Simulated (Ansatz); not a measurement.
Which is lower?

Two relaxed structures of Si2NH5, singlet (PBE0-D4/def2-TZVP; forces vanish, vibrations not checked).

A:

```
8
angstrom
N -1.4734 0.8916 -1.5302
Si -0.0905 0.8336 -0.7240
Si 0.6008 -0.7102 0.9051
H -2.1839 0.1913 -1.3521
H 0.8955 1.8961 -1.0450
H 0.9006 0.0018 2.1763
H 1.8340 -1.4035 0.4454
H -0.4830 -1.7008 1.1245
```

B:

```
atom    x (Å)    y (Å)    z (Å)
  N1  -1.0777   0.4250  -1.5104
 Si2  -0.5108   1.8631  -1.4652
 Si3   0.6450  -0.6332   1.3884
  H4  -1.4500  -0.5020  -1.5497
  H5   1.0104   0.7992   1.2388
  H6   1.3208  -1.1759   2.5969
  H7   1.0960  -1.3919   0.1965
  H8  -0.8235  -0.7605   1.5533
```

Ansatz 0.2.0; basis: def2-TZVPP; cores frozen in the correlated methods. B3LYP uses VWN-RPA correlation.

Q: Which structure is lower at CCSD(T), and by how much? (To be estimated.)

A: The calculation gives: B, by 8.6 kJ/mol (electronic energy, against the other). By their contacts, A is Si₂NH₅ ([NH][SiH][SiH3]) and B is a complex of SiNH ([NH][Si]) + SiH₄.

Q: Do the other methods give the same order? (A judgement: the text doesn't fix the answer.)

A: The calculation gives: Not all: PBE-D4, r2SCAN-D4, PBE0-D4 give the other order.

| method | E(B) − E(A) (kJ/mol) |
| --- | --- |
| PBE-D4 | 17.4 |
| r2SCAN-D4 | 18.6 |
| PBE0-D4 | 17.4 |
| B3LYP-D4 | -4.2 |
| wB97M-V | -16.7 |
| HF | -19.3 |
| MP2 | -8.4 |
| CCSD | -10.5 |
| CCSD(T) | -8.6 |

T1 diagnostic: at most 0.019. The restricted Hartree–Fock reference is unstable towards an unrestricted one at one or more of these structures.

Labels in which every atom is bracketed show which atoms are joined, not bond orders.

For scale, one of the runs: CCSD(T)/def2-TZVPP, 185 basis functions, launched by `ansatz run in.yaml --threads 2 --pin off --events-out ev --progress --plain --max-ram 4352MiB`. Time: 26 s of wall clock on 2 CPU threads of an Arm Neoverse V2; the host was shared. Peak host memory: 1.7 GiB.
